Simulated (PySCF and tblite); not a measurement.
Results of a calculation; reference values are marked as such.
Molecule: C5H9N, numbered as in [CH2:1]=[CH:2][C@@H:3]1[CH2:4][CH2:5][NH:6]1; H named by carrier, a and b as here (out-of-plane angle 46°, Å):

```
C1      -2.485   -0.107    0.540
C2      -1.334    0.291    0.030
C3      -0.038   -0.415    0.217
C4       1.166    0.468    0.595
C5       1.849   -0.076   -0.660
N6       0.637   -0.848   -1.050
H1a     -3.402    0.432    0.372
H1b     -2.556   -0.991    1.151
H2      -1.289    1.182   -0.586
H3      -0.164   -1.282    0.872
H4a      0.951    1.535    0.562
H4b      1.647    0.227    1.539
H5a      2.179    0.665   -1.389
H5b      2.675   -0.759   -0.453
H6       0.185   -0.316   -1.793
```

The mean out-of-plane torsion at N6 (0° is planar) is held and the rest relaxed at GFN2-xTB. Energies: BP86/pcSseg-1 + D3(BJ). Couplings: B3LYP/6-31G* with H pcJ-1 N pcJ-1, gas phase, for ¹H, ¹⁵N. Programs: tblite and PySCF.

One held structure gave ¹J(N6,H6) = -56.8, ³J(H5b,H6) = 12.3, ³J(H5a,H6) = 3.8, ³J(H3,H6) = 10.7, ²J(N6,H3) = 0.7, ²J(N6,H5b) = 0.2, ²J(N6,H5a) = -6.3, ²J(H5a,H5b) = -9.2 Hz.

Task: At which out-of-plane angle was it held?
A. -45°
B. 28°
C. 0°
D. -28°
E. 46°

Result: A. It lies 1.40 kcal/mol above the lowest point.
